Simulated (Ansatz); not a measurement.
bcc Cs, treated with PBEsol in Ansatz (plane waves, PAW).

Run with plane-wave cutoff 520 eV, 18×18×18 k mesh, Fermi–Dirac smearing 0.1 eV, perturbation theory, force constants from a 6×6×6 q mesh, scalar-relativistic PAW data made under PBE.

Computed at the level's own relaxed cell.

Harmonic phonon frequencies (cm⁻¹; i marks an imaginary mode):

```csv
q point,frequencies
N,8 22 37
H,34 34 34
```

No imaginary mode appears at these points.

Ansatz is a program for electronic structure.
